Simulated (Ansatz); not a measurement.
A nudged elastic band was laid between two geometries of BH$_{3}$O (5 atoms, charge 0, multiplicity 1).

All numbers below come from Ansatz 0.2.0, RKS B3LYP/def2-TZVP.

```json
{
  "movable images": "9",
  "climbing image": "yes",
  "spring": "5.0 eV/Å²",
  "optimiser": "quadratic models (default)",
  "start path": "through a guess of the saddle point",
  "force threshold": "0.03 eV/Å",
  "iteration limit": "60",
  "end points": "relaxed"
}
```

Image 0:

```xyz
5
Properties=species:S:1:pos:R:3
B 0.231 -0.075 0.188
H 0.190 -0.096 1.383
O 1.370 -0.383 -0.469
H 2.109 -0.609 0.105
H -0.713 0.212 -0.480
```

Image 10:

```xyz
5
Properties=species:S:1:pos:R:3
B -0.469 0.125 0.106
H 1.200 -0.385 1.392
O 1.021 -0.310 0.448
H 1.808 -0.516 -0.110
H -0.373 0.134 -1.110
```

What changes between the two ends?

Bonds broken: B1–H2. Bonds formed: H2–O3.

What energy profile does the band end with?

It converged. The highest image is number 8 of 0 to 10, 5.11 eV above the first end and 0.30 eV above the last; the last end lies 4.80 eV above the first. The profile has 2 maxima (images 2, 8) with wells between them (image 4): this band takes more than one step, which may be the mechanism or a detour left from its start path. Neighbouring images differ by up to 2.2 eV, so the band resolves the path poorly. A vibrational analysis at the climbing image gives one clearly imaginary mode, 1250i cm⁻¹: a first-order saddle point. The orbitals stay closed-shell, which can raise the energy where a bond breaks towards radicals; this wasn't checked here.

```tsv
image	path coordinate (Å)	energy (eV)	B1–H2 (Å)	H2–O3 (Å)
0	0.00	0.00	1.20	2.22
1	0.39	0.27	1.20	2.27
2	0.77	0.63	1.20	2.22
3	1.16	0.30	1.19	2.14
4	1.55	0.01	1.19	2.14
5	1.94	0.43	1.19	1.98
6	2.32	1.68	1.20	1.73
7	2.71	3.91	1.32	1.40
8	3.10	5.11	1.58	1.06
9	3.45	4.89	1.94	0.97
10	3.79	4.80	2.17	0.96
```

What is the geometry of the highest image?


```xyz
5
Properties=species:S:1:pos:R:3:forces:R:3
B -0.244 0.136 0.219 -0.01 0.00 -0.01
H 0.836 -0.314 1.279 0.00 0.00 -0.01
O 1.307 -0.069 0.358 0.01 -0.01 -0.01
H 1.816 -0.717 -0.184 -0.01 0.01 0.02
H -0.528 0.013 -0.946 0.00 0.00 0.01
```

Run time: 68 s on 2 threads of Arm Neoverse V2, on a shared host, peak memory 0.11 GiB.
